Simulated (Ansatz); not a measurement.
Working through a composite energy at a relaxed geometry of H₃Si (charge +1), SMILES [SiH3+]

With Ansatz 0.2.0 through its Python package.

Typed at the interpreter:
```pycon
>>> import ansatz as az
>>> from ase import Atoms
>>> import numpy as np
>>> BASIS = 'def2-SVP'
>>> XC = 'b3lyp'
>>> NET_CHARGE = 1
>>> atoms = Atoms(['Si', 'H', 'H', 'H'], positions=[
...     (0.00831, -0.00063, -0.00475),
...     (0.68079, 0.67248, 1.10921),
...     (-0.12064, -1.45991, -0.00836),
...     (-0.56846, 0.78806, -1.0961),
... ])
>>> geometry = az.Crystal.molecule_from_ase(atoms)
>>> model = (
...     geometry.calculation()
...     .basis(gaussian=BASIS)  # atom-centred Gaussian functions
...     .functional(XC)
...     .charge(NET_CHARGE)  # electrons removed from the neutral system
... )
>>> symbols = [site.symbol for site in geometry.cartesian_sites]
>>> start = np.array([site.position_ang for site in geometry.cartesian_sites], dtype=float)
>>> rep = model.relax(force_tolerance=0.01).run().report
>>> end = np.array(rep['positions_ang'])
>>> print('final positions (A) and the move of each atom')
final positions (A) and the move of each atom
>>> for symbol, xyz, old in zip(symbols, end, start):
...     print(f'{symbol:2s} {xyz[0]:10.5f} {xyz[1]:10.5f} {xyz[2]:10.5f}   {np.linalg.norm(xyz - old):7.4f}')
...
Si    0.00022   -0.00001   -0.00012    0.0093
H     0.68921    0.67783    1.11694    0.0126
H    -0.11889   -1.47234   -0.00992    0.0126
H    -0.57054    0.79452   -1.10691    0.0128
>>> minimum = az.Crystal.molecule()
>>> for symbol, place in zip(symbols, end):
...     minimum = minimum.atom(symbol, place.tolist())
...
>>> at_minimum = minimum.calculation().charge(NET_CHARGE)
>>> # MP2 extrapolated to the basis limit, plus the small-basis difference CCSD(T) - MP2
>>> level = lambda method, basis: at_minimum.basis(gaussian=basis).correlation(method).run().report
>>> small, large, cluster = level('mp2', 'cc-pVDZ'), level('mp2', 'cc-pVTZ'), level('ccsd_t', 'cc-pVDZ')
>>> corr = lambda each: (each['free_energy_ev'] - each['reference_energy_ev']) / 27.211386246
>>> mp2_limit = (27 * corr(large) - 8 * corr(small)) / 19
>>> pieces = {'HF / cc-pVTZ': large['reference_energy_ev'] / 27.211386246, 'MP2 correlation, DZ-TZ limit': mp2_limit, 'CCSD(T) - MP2 / cc-pVDZ': corr(cluster) - corr(small)}
>>> for name, value in pieces.items():
...     print(f'{name:32s} {value:14.6f} Ha')
...
HF / cc-pVTZ                        -290.361455 Ha
MP2 correlation, DZ-TZ limit          -0.110861 Ha
CCSD(T) - MP2 / cc-pVDZ               -0.026444 Ha
>>> print(f'{"sum":32s} {sum(pieces.values()):14.6f} Ha')
sum                                 -290.498759 Ha
>>> print('T1 diagnostic', round(cluster['correlation']['coupled_cluster']['t1_diagnostic'], 4))
T1 diagnostic 0.0088
```

Notes:
- Total energies depend on the basis set; only differences at equal settings carry meaning.
- The sum leaves out core correlation, relativity, the Hartree-Fock basis error and zero-point energy; a DZ-TZ extrapolation is rough.
- b3lyp holds the VWN-RPA fit, as in Gaussian; the form of ORCA and Turbomole is b3lyp5.
- Inner cores stay frozen, so this is valence correlation.
- For Al to Cl the sets with a tight d function, cc-pV(X+d)Z, are usual.
- An extrapolation from small basis sets is rough.
- Wall time of the script: 2.3 s on 1 thread of Arm Neoverse V2, on a shared host, peak memory 0.17 GiB.
